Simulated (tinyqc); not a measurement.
Worked calculation: UHF in the sto-3g basis, for H2O, spin multiplicity 3. One step of it, computed by the program tinyqc.

Task: Iteration 2: building the Fock matrix. J_ij = sum D_kl (ij|kl) with D = D(alpha) + D(beta), K_ij = sum D_kl (ik|jl) for each spin; F = H + J - K(s); E = tr D H + tr D J / 2 - 0.5 sum_s tr D(s) K(s) + E_nn.

D(alpha) after iteration 1, lower triangle:
```
            1O 1s      1O 2s     1O 2px     1O 2py     1O 2pz     2H 1s     3H 1s
1O 1s    1.070346
1O 2s   -0.347886   1.838807
1O 2px   0.000785   0.164515   0.576247
1O 2py   0.017945  -0.221921   0.262206   1.186824
1O 2pz  -0.038299   0.255326   0.198963  -0.179992   1.037211
2H 1s    0.069202  -0.502444  -0.368098  -0.182743  -0.070232  0.923569
3H 1s    0.112150  -0.961657   0.079774   0.590843  -0.415628  0.025783  1.773900
```

D(beta) after iteration 1, lower triangle:
```
            1O 1s      1O 2s     1O 2px     1O 2py     1O 2pz      2H 1s     3H 1s
1O 1s    0.952241
1O 2s   -0.422749   0.718920
1O 2px  -0.015738  -0.085613   0.150640
1O 2py  -0.082281  -0.171094   0.201149   1.015533
1O 2pz   0.029629  -0.066021   0.277654  -0.035118   0.809347
2H 1s    0.187555  -0.047753  -0.120933  -0.078449  -0.093436   0.636218
3H 1s   -0.077916   0.007061   0.100822   0.187853   0.172088  -0.037617  0.119746
```

core Hamiltonian H = T + V (hartree), lower triangle:
```
             1O 1s      1O 2s     1O 2px     1O 2py     1O 2pz      2H 1s      3H 1s
1O 1s   -32.802478
1O 2s    -7.632111  -9.407418
1O 2px    0.000000   0.000000  -7.516722
1O 2py    0.000000   0.000000   0.000000  -7.730108
1O 2pz   -0.018511  -0.211576   0.000000   0.000000  -7.594618
2H 1s    -2.047380  -4.170485   0.000000  -2.368945  -1.498520  -5.337554
3H 1s    -2.047380  -4.170485   0.000000   2.368945  -1.498520  -1.681505  -5.337554
```

Two-electron integrals (ij|kl) in chemists' order, unique and non-zero (hartree):
```
(11|11) 4.785065    (21|11) 0.741380    (21|21) 0.136873    (22|11) 1.118947
(22|21) 0.256633    (22|22) 0.817206    (31|31) 0.024477    (32|31) 0.037809
(32|32) 0.180518    (33|11) 1.115814    (33|21) 0.256684    (33|22) 0.817023
(33|33) 0.880159    (41|41) 0.024477    (42|41) 0.037809    (42|42) 0.180518
(43|43) 0.047444    (44|11) 1.115814    (44|21) 0.256684    (44|22) 0.817023
(44|33) 0.785270    (44|44) 0.880159    (51|51) 0.024477    (52|51) 0.037809
(52|52) 0.180518    (53|53) 0.047444    (54|54) 0.047444    (55|11) 1.115814
(55|21) 0.256684    (55|22) 0.817023    (55|33) 0.785270    (55|44) 0.785270
(55|55) 0.880159    (61|11) 0.201031    (61|21) 0.036760    (61|22) 0.068346
(61|33) 0.068220    (61|41) 0.001429    (61|42) 0.002661    (61|44) 0.068502
(61|51) 0.000864    (61|52) 0.001608    (61|54) 0.000170    (61|55) 0.068323
(61|61) 0.009998    (62|11) 0.451304    (62|21) 0.104638    (62|22) 0.364535
(62|33) 0.358684    (62|41) 0.006638    (62|42) 0.049030    (62|44) 0.371299
(62|51) 0.004011    (62|52) 0.029624    (62|54) 0.007622    (62|55) 0.363289
(62|61) 0.028562    (62|62) 0.195233    (63|31) 0.011397    (63|32) 0.064690
(63|43) 0.010389    (63|53) 0.006277    (63|63) 0.029076    (64|11) 0.263947
(64|21) 0.062041    (64|22) 0.230940    (64|33) 0.220279    (64|41) 0.014890
(64|42) 0.094494    (64|44) 0.249082    (64|51) 0.002110    (64|52) 0.018007
(64|54) 0.011126    (64|55) 0.223209    (64|61) 0.017744    (64|62) 0.150262
(64|64) 0.143546    (65|11) 0.159475    (65|21) 0.037485    (65|22) 0.139532
(65|33) 0.133091    (65|41) 0.002110    (65|42) 0.018007    (65|44) 0.137940
(65|51) 0.012672    (65|52) 0.075570    (65|54) 0.013318    (65|55) 0.147415
(65|61) 0.010721    (65|62) 0.090787    (65|64) 0.069162    (65|65) 0.070864
(66|11) 0.564649    (66|21) 0.133031    (66|22) 0.527463    (66|33) 0.505986
(66|41) 0.011726    (66|42) 0.115941    (66|44) 0.552734    (66|51) 0.007085
(66|52) 0.070051    (66|54) 0.028245    (66|55) 0.523052    (66|61) 0.036705
(66|62) 0.343118    (66|64) 0.302066    (66|65) 0.182506    (66|66) 0.774606
(71|11) 0.201031    (71|21) 0.036760    (71|22) 0.068346    (71|33) 0.068220
(71|41) -0.001429   (71|42) -0.002661   (71|44) 0.068502    (71|51) 0.000864
(71|52) 0.001608    (71|54) -0.000170   (71|55) 0.068323    (71|61) 0.009822
(71|62) 0.027551    (71|64) 0.015544    (71|65) 0.010345    (71|66) 0.034853
(71|71) 0.009998    (72|11) 0.451304    (72|21) 0.104638    (72|22) 0.364535
(72|33) 0.358684    (72|41) -0.006638   (72|42) -0.049030   (72|44) 0.371299
(72|51) 0.004011    (72|52) 0.029624    (72|54) -0.007622   (72|55) 0.363289
(72|61) 0.027551    (72|62) 0.157904    (72|64) 0.083470    (72|65) 0.071258
(72|66) 0.228593    (72|71) 0.028562    (72|72) 0.195233    (73|31) 0.011397
(73|32) 0.064690    (73|43) -0.010389   (73|53) 0.006277    (73|63) 0.022711
(73|73) 0.029076    (74|11) -0.263947   (74|21) -0.062041   (74|22) -0.230940
(74|33) -0.220279   (74|41) 0.014890    (74|42) 0.094494    (74|44) -0.249082
(74|51) -0.002110   (74|52) -0.018007   (74|54) 0.011126    (74|55) -0.223209
(74|61) -0.015544   (74|62) -0.083470   (74|64) -0.021820   (74|65) -0.036758
(74|66) -0.105597   (74|71) -0.017744   (74|72) -0.150262   (74|74) 0.143546
(75|11) 0.159475    (75|21) 0.037485    (75|22) 0.139532    (75|33) 0.133091
(75|41) -0.002110   (75|42) -0.018007   (75|44) 0.137940    (75|51) 0.012672
(75|52) 0.075570    (75|54) -0.013318   (75|55) 0.147415    (75|61) 0.010345
(75|62) 0.071258    (75|64) 0.036758    (75|65) 0.054372    (75|66) 0.113234
(75|71) 0.010721    (75|72) 0.090787    (75|74) -0.069162   (75|75) 0.070864
(76|11) 0.170394    (76|21) 0.039768    (76|22) 0.147577    (76|33) 0.144745
(76|44) 0.148146    (76|51) 0.002519    (76|52) 0.021154    (76|55) 0.149690
(76|61) 0.010706    (76|62) 0.075665    (76|64) 0.050153    (76|65) 0.039561
(76|66) 0.131660    (76|71) 0.010706    (76|72) 0.075665    (76|74) -0.050153
(76|75) 0.039561    (76|76) 0.034534    (77|11) 0.564649    (77|21) 0.133031
(77|22) 0.527463    (77|33) 0.505986    (77|41) -0.011726   (77|42) -0.115941
(77|44) 0.552734    (77|51) 0.007085    (77|52) 0.070051    (77|54) -0.028245
(77|55) 0.523052    (77|61) 0.034853    (77|62) 0.228593    (77|64) 0.105597
(77|65) 0.113234    (77|66) 0.340487    (77|71) 0.036705    (77|72) 0.343118
(77|74) -0.302066   (77|75) 0.182506    (77|76) 0.131660    (77|77) 0.774606
```

nuclear repulsion = 9.84455703 hartree

Give: Coulomb J; exchange K(alpha); exchange K(beta); F(alpha); F(beta); total energy of this density.

Result:

Coulomb J (hartree), lower triangle:
```
          1O 1s    1O 2s   1O 2px   1O 2py  1O 2pz   2H 1s   3H 1s
1O 1s   16.7523
1O 2s    3.1762   8.0266
1O 2px  -0.0018  -0.0125   7.9079
1O 2py  -0.0150  -0.0439   0.0301   8.1076
1O 2pz   0.0120   0.1219   0.0414  -0.0100  8.0414
2H 1s    0.8524   3.5953   0.0052   2.2815  1.4280  5.3786
3H 1s    0.8544   3.6160  -0.0055  -2.3228  1.4393  1.4725  5.4253
```

exchange K(alpha) (hartree), lower triangle:
```
          1O 1s    1O 2s   1O 2px   1O 2py  1O 2pz   2H 1s   3H 1s
1O 1s    4.9158
1O 2s    0.8382   1.3768
1O 2px   0.0264   0.0423   0.8167
1O 2py  -0.0068  -0.0193   0.1150   1.1716
1O 2pz  -0.0083   0.0188   0.1255  -0.0498  1.1418
2H 1s    0.2337   0.6233  -0.0257   0.3729  0.2370  0.7560
3H 1s    0.2319   0.6317   0.0180  -0.3891  0.2343  0.2572  0.9376
```

exchange K(beta) (hartree), lower triangle:
```
          1O 1s    1O 2s   1O 2px   1O 2py  1O 2pz   2H 1s   3H 1s
1O 1s    4.1237
1O 2s    0.4982   0.9650
1O 2px  -0.0448  -0.0986   0.3532
1O 2py  -0.0596  -0.0703   0.1163   1.0353
1O 2pz   0.0434   0.0315   0.2284  -0.0409  0.9510
2H 1s    0.1663   0.5306  -0.0002   0.3399  0.2011  0.6811
3H 1s    0.1172   0.4792  -0.0115  -0.2945  0.2444  0.2209  0.4316
```

F(alpha) (hartree), lower triangle:
```
           1O 1s    1O 2s   1O 2px   1O 2py   1O 2pz    2H 1s    3H 1s
1O 1s   -20.9660
1O 2s    -5.2941  -2.7576
1O 2px   -0.0282  -0.0548  -0.4255
1O 2py   -0.0082  -0.0246  -0.0850  -0.7941
1O 2pz    0.0018  -0.1085  -0.0841   0.0398  -0.6951
2H 1s    -1.4287  -1.1985   0.0309  -0.4603  -0.3075  -0.7149
3H 1s    -1.4248  -1.1863  -0.0235   0.4352  -0.2935  -0.4661  -0.8498
```

F(beta) (hartree), lower triangle:
```
           1O 1s    1O 2s   1O 2px   1O 2py   1O 2pz    2H 1s    3H 1s
1O 1s   -20.1739
1O 2s    -4.9541  -2.3459
1O 2px    0.0430   0.0860   0.0379
1O 2py    0.0446   0.0263  -0.0863  -0.6579
1O 2pz   -0.0499  -0.1212  -0.1871   0.0309  -0.5043
2H 1s    -1.3613  -1.1058   0.0055  -0.4274  -0.2716  -0.6400
3H 1s    -1.3101  -1.0337   0.0060   0.3405  -0.3036  -0.4299  -0.3439
```

total energy of this density = -69.517191 hartree

This density is a damped mixture and is not idempotent.
